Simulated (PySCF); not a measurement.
# H8Si3: the cost of one run

Program: PySCF 2.14.0. Level of theory: levels as typed in each script, gas phase, geometry from GFN2-xTB. These are calculated values, not measurements.

## 1. Where the work starts

SMILES `[SiH3][SiH2][SiH3]`, 11 atoms, charge 0, spin multiplicity 1.

Bond lengths: Si1–Si2 2.314 Å, Si1–H4 1.466 Å, Si1–H5 1.465 Å, Si1–H6 1.466 Å, Si2–Si3 2.315 Å, Si2–H7 1.474 Å, Si2–H8 1.474 Å, Si3–H9 1.465 Å, Si3–H10 1.466 Å, Si3–H11 1.466 Å. Angles: Si2–Si1–H4 111.6°, Si2–Si1–H5 114.4°, Si2–Si1–H6 111.6°, H4–Si1–H5 106.6°, H4–Si1–H6 106.4°, H5–Si1–H6 105.8°, Si1–Si2–Si3 116.1°, Si1–Si2–H7 109.3°, Si1–Si2–H8 109.3°, Si3–Si2–H7 109.3°, Si3–Si2–H8 109.3°, H7–Si2–H8 102.8°, Si2–Si3–H9 114.4°, Si2–Si3–H10 111.6°, Si2–Si3–H11 111.6°, H9–Si3–H10 106.6°, H9–Si3–H11 105.8°, H10–Si3–H11 106.4°.

Coordinates:

```xyz
11

Si   -1.9641   -0.3912    0.0010
Si    0.0000    0.8332    0.0000
Si    1.9641   -0.3911   -0.0010
H    -2.0535   -1.2650    1.1744
H    -3.1833    0.4207   -0.0097
H    -2.0547   -1.2650   -1.1723
H    -0.0005    1.7529   -1.1517
H     0.0005    1.7528    1.1517
H     3.1833    0.4207    0.0098
H     2.0535   -1.2650   -1.1744
H     2.0547   -1.2650    1.1723
```

## 2. Density, bond paths and surface potential (wB97X/def2-tzvp)

Input file input.py:

```python
import numpy as np
from pyscf import gto, scf, dft
from pyscf.scf import atom_ks, atom_hf
from scipy.linalg import block_diag

def solve(mol, dm0=None, hcore=None):
    mf = (dft.UKS if mol.spin else dft.RKS)(mol, xc='wb97x')
    mf.grids.level = 3
    mf = mf.density_fit(auxbasis='def2-universal-jkfit')
    mf.conv_tol, mf.max_cycle = 1e-8, 80
    if hcore is not None:
        mf.get_hcore = lambda *args: hcore
    mf.kernel(dm0)
    if not mf.converged:
        mf = mf.newton().run(mf.mo_coeff, mf.mo_occ, max_cycle=30)
    assert mf.converged, 'SCF not converged'
    return mf

mol = gto.M(atom='''
Si    -1.96413    -0.39116     0.00104
Si    -0.00001     0.83322     0.00000
Si     1.96414    -0.39115    -0.00104
H     -2.05348    -1.26499     1.17444
H     -3.18327     0.42073    -0.00975
H     -2.05473    -1.26496    -1.17228
H     -0.00052     1.75285    -1.15165
H      0.00052     1.75283     1.15169
H      3.18328     0.42073     0.00976
H      2.05349    -1.26497    -1.17445
H      2.05473    -1.26500     1.17226
''', basis='def2-tzvp', charge=0, spin=0, verbose=4)
mf = solve(mol)
mf.analyze()
# spherically averaged free atoms, for the promolecule
atm = atom_ks.get_atm_nrks(mol, xc='wb97x')
pro = block_diag(*[(atm[a[0]][2] * atm[a[0]][3]) @ atm[a[0]][2].T for a in mol._atom])
np.savez('result.npz', e=mf.e_tot, c=mf.mo_coeff, occ=mf.mo_occ, eps=mf.mo_energy, pro=pro, dip=mf.dip_moment(verbose=0), s2=mf.spin_square()[0])
```

Launch:

```
$ OMP_NUM_THREADS=1 python input.py
```

Q: Estimate wall time and peak memory on 1 thread of Intel Xeon Platinum 8259CL at 2.50GHz (Skylake/Cascade Lake), shared host.

About 18 s, with a peak of 0.65 GiB.
